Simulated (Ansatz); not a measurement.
Barrier from O (triplet) + HCl (chlorane, SMILES Cl) to the saddle point below; all geometries are those of the HTBH38 set.
```xyz
3

Cl     0.0188    -0.8173     0.0000
H     -0.4705     0.5695     0.0000
O      0.0188     1.6656     0.0000
```
Charge 0, spin multiplicity 3.

Quantity: barrier height (electronic, no zero-point energy), in kcal/mol. UHF or UKS for unpaired electrons; spin-orbit terms are left out. CBS(X,Y): correlation extrapolated as X^-3, Hartree-Fock from the larger set. A bracket is a step between two methods taken in the basis named. Functionals run without relativity, which enters their misses. '+ core + X2C': CCSD(T) terms for core correlation (cc-pwCVTZ, 1s frozen past Ne) and scalar relativity (cc-pVTZ-DK). The UHF reference of ClHO (saddle point or complex, triplet) is spin-contaminated (<S^2> up to 0.03 over the pure value in the sets run).

Published benchmark value: 9.8 kcal/mol (Zhao et al., J. Phys. Chem. A 109, 2012 (2005), HTBH38), a best estimate, not a measurement.

Task: How far off this value is PBE/def2-TZVPD (Ansatz, a first-principles code), in which direction, and which of these levels come nearer: wB97M-V/def2-TZVPD, CCSD(T)/CBS(aug-cc-pV(T+d)Z,aug-cc-pV(Q+d)Z) + core + X2C?

Result: PBE gives -10.0 kcal/mol, 19.8 kcal/mol below it. Differences of the others: wB97M-V/def2-TZVPD (Ansatz) -2.1; CCSD(T)/CBS(aug-cc-pV(T+d)Z,aug-cc-pV(Q+d)Z) + core + X2C (Ansatz) 0.5; CCSD(T)/CBS(aug-cc-pV(T+d)Z,aug-cc-pV(Q+d)Z) + [CCSDT(Q) - CCSD(T)]/aug-cc-pV(D+d)Z + core + X2C (Ansatz) -0.7 kcal/mol. Nearer than PBE: wB97M-V/def2-TZVPD, CCSD(T)/CBS(aug-cc-pV(T+d)Z,aug-cc-pV(Q+d)Z) + core + X2C, CCSD(T)/CBS(aug-cc-pV(T+d)Z,aug-cc-pV(Q+d)Z) + [CCSDT(Q) - CCSD(T)]/aug-cc-pV(D+d)Z + core + X2C.
